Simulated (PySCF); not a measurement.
H₆NSi₂ (doublet state).
Numbering: `[NH2:1][SiH2:2][SiH2:3]` (hydrogens: H4, H5 on N1; H6, H7 on Si2; H8, H9 on Si3)

Geometry (GFN2-xTB, Å), atoms numbered from 1 in this order:
```
atom  x, y, z in Å
N1    -1.3956    0.7391   -0.1165
Si2   -0.3234   -0.4751    0.4923
Si3    1.6650   -0.0067   -0.5021
H4    -1.4372    0.9040   -1.1088
H5    -2.3246    0.7890    0.2683
H6    -0.5163   -0.3497    1.9461
H7    -0.7254   -1.8596    0.1570
H8     2.7286   -1.0141   -0.4230
H9     2.3426    1.2791   -0.3112
```

The hyperfine couplings belong to this conformer and change with its torsions.

Computed, not measured: UKS B3LYP, pcH-1 on H N Si, non-relativistic, mean-field spin-orbit, GIAO in PySCF. Isolated species at its GFN2-xTB geometry (one conformer only). A GFN2-xTB geometry isn't a minimum of the functional, and hyperfine couplings can be far from their values at a DFT geometry, by a factor of two or more for some ions and for spin on atoms past the first row. No stability test was run, so a lower SCF solution isn't excluded.

Question: Match the computed a_iso(29Si) values -304.6, -11.9 MHz with the sites Si2; Si3.

Answer: 
```json
{"site": "Si2", "a_iso (MHz)": "-11.9", "ρ(0) (bohr⁻³)": "+0.0134", "position": "1 bond from Si3", "distance from Si3 (Å)": "2.27", "spin population": "+0.02", "largest |T| (MHz)": "8.4"}
{"site": "Si3", "a_iso (MHz)": "-304.6", "ρ(0) (bohr⁻³)": "+0.3438", "position": "largest spin population", "distance from Si3 (Å)": "0.00", "spin population": "+0.99", "largest |T| (MHz)": "175.2"}
```

Question: The isotropic 1H couplings, averaged over equivalent nuclei, are +30.1, -7.0, -1.4 MHz. Assign them to H4/H5; H6/H7; H8/H9.

Answer: 
```json
{"site": "H4/H5", "a_iso (MHz)": "-1.4", "ρ(0) (bohr⁻³)": "-0.0003", "position": "3 bonds from Si3", "distance from Si3 (Å)": "3.71", "bound to": "N1", "spin population there": "0.00", "largest |T| (MHz)": "3.0"}
{"site": "H6/H7", "a_iso (MHz)": "+30.1", "ρ(0) (bohr⁻³)": "+0.0067", "position": "2 bonds from Si3", "distance from Si3 (Å)": "3.20", "bound to": "Si2", "spin population there": "+0.02", "largest |T| (MHz)": "3.3"}
{"site": "H8/H9", "a_iso (MHz)": "-7.0", "ρ(0) (bohr⁻³)": "-0.0016", "position": "1 bond from Si3", "distance from Si3 (Å)": "1.47", "bound to": "Si3", "spin population there": "+0.99", "largest |T| (MHz)": "10.5"}
```

ρ(0) is the spin density at the nucleus and T the dipolar tensor; a_iso includes a spin–orbit part; entries for several nuclei are means. The largest Mulliken spin population is on Si3 (+0.99). The angles at Si3 add up to 345.0°, so it is pyramidal.

Class means assume fast exchange of nuclei equivalent by connectivity; if that motion is slow, each nucleus keeps its own coupling. The 1H value of +30.1 MHz is a mean of couplings from -5.6 to 65.9 MHz in this one geometry, not an average over conformers. The 1H value of -7.0 MHz is a mean of couplings from -12.5 to -1.6 MHz in this one geometry, not an average over conformers.
